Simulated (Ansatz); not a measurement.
Consider the isomerisation: `CCS(C)=O` → `CCC(O)S`.

Calculated with Ansatz (gas phase, PBE0-D4/def2-TZVP geometries, no zero-point term in ΔE). CCSD(T)/CBS is the MP2 limit (def2-TZVPP, def2-QZVPP) plus CCSD(T) − MP2 in def2-TZVPP, frozen cores. Functionals use def2-TZVPP. B3LYP here is the variant with VWN-RPA as its local correlation; programs differ in this. One conformer a species, not always the lowest.

**Question.** Is it downhill or uphill in electronic energy at CCSD(T)/CBS, and by how much? (Estimate.)

**Answer.** Ansatz gave: Downhill: ΔE = -64.9 kJ/mol.

**Question.** What do these levels give: PBE-D4, B3LYP-D4, ωB97X-V, B2PLYP, PBE, r2SCAN, PBE0, HF/def2-QZVPP, SCS-MP2/def2-QZVPP, HF/CBS(def2), MP2/CBS(def2), CCSD/CBS(def2)? (An estimate is asked.)

**Answer.** Computed: PBE-D4 -47.5, B3LYP-D4 -58.2, ωB97X-V -66.0, B2PLYP -61.3, PBE -48.8, r2SCAN -49.8, PBE0 -61.0, HF/def2-QZVPP -83.0, SCS-MP2/def2-QZVPP -62.8, HF/CBS(def2) -82.4, MP2/CBS(def2) -55.9, CCSD/CBS(def2) -70.2 kJ/mol.

Largest T1 diagnostic among the species: 0.014.

From PBE to PBE0 (25 % exact exchange), in def2-TZVPP and without D4, ΔE moves by −12.3 kJ/mol. In def2-TZVPP, CCSD(T) changes the Hartree–Fock value by +10.2 kJ/mol (the triples alone add +5.2 kJ/mol) and MP2 by +19.2 kJ/mol.
